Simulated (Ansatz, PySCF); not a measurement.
This Ansatz (a quantum-chemistry and plane-wave program) input computes a PBE0/def2-TZVPD energy:

Ansatz 0.2 input:
```yaml
crystal:
  periodic: [false, false, false]
  atoms:
    - {symbol: B, position_ang: [-0.09204277, 0.13541101, 0.33572135]}
    - {symbol: F, position_ang: [-1.10489359, -0.74593739, -0.07901131]}
    - {symbol: F, position_ang: [0.02219153, 1.21225224, -0.55982789]}
    - {symbol: F, position_ang: [1.13383693, -0.54154318, 0.45232733]}
basis:
  gaussian:
    orbitals: def2-TZVPD
hamiltonian:
  xc: {name: PBE0}
total_charge: -1
magnetization: {spin_polarized: true, initial_magnetization: 1}
output: {forces: true}
```

Write an input for the same energy in PySCF and say what it gives.


```python
from pyscf import gto, scf, dft

mol = gto.M(
    atom='''
    B    -0.09204277    0.13541101    0.33572135
    F    -1.10489359   -0.74593739   -0.07901131
    F     0.02219153    1.21225224   -0.55982789
    F     1.13383693   -0.54154318    0.45232733
    ''',
    basis='def2-tzvpd',
    charge=-1,
    spin=1,
    verbose=4,
)

mf = dft.UKS(mol, xc='pbe0').density_fit(auxbasis='def2-universal-jkfit')
mf.grids.level = 3
mf.conv_tol = 1e-9
mf.max_cycle = 100
mf.max_memory = 1500
mf.kernel()
if not mf.converged:
    mf = mf.newton()
    mf.kernel(mf.make_rdm1())
for _ in range(2):
    mo, _, stable, _ = mf.stability(return_status=True)
    if stable:
        break
    mf.kernel(mf.make_rdm1(mo, mf.mo_occ))
mf.analyze()
```
It gives -324.37015 Eh, and Ansatz -324.37011 Eh, a difference of 0.04 mEh, from the treatment of integrals and grids.
